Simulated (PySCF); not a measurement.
# Neon: a sound run and one with changed settings

Sound run: Ne [Ne], Ne+ [He] 2s2 2p5. Calculation: PySCF 2.14, in def2-SVP; no relativity, point nucleus. In the sound run the correlated levels freeze 1s2. The sound run starts from symmetry-adapted Hartree-Fock orbitals and uses a fine grid where one is needed.

A second run was set up differently.

```
species  method  sound run (hartree)  changed run (hartree)  converged
     Ne     UHF           -128.37641             -126.60453        yes
     Ne   B3LYP           -128.80308             -126.92639        yes
     Ne    PBE0           -128.69810             -126.85545        yes
     Ne     MP2           -128.55998             -126.60453        yes
    Ne+     UHF           -127.64829             -126.06147        yes
    Ne+   B3LYP           -128.01470             -126.34172        yes
    Ne+    PBE0           -127.91558             -126.27184        yes
    Ne+     MP2           -127.77835             -126.06147        yes
```

Ionisation energy of Ne:

```csv
method,sound run (eV),changed run (eV)
UHF,19.813,14.777
B3LYP,21.453,15.910
PBE0,21.293,15.881
MP2,21.269,14.777
SCS-MP2,21.142,14.777
```

What was changed?
A. too few SCF iterations
B. all electrons correlated in a valence basis
C. minimal basis
D. a valence shell is frozen

C. It used basis STO-3G. A minimal basis cannot let orbitals breathe on ionisation and holds almost no correlation.
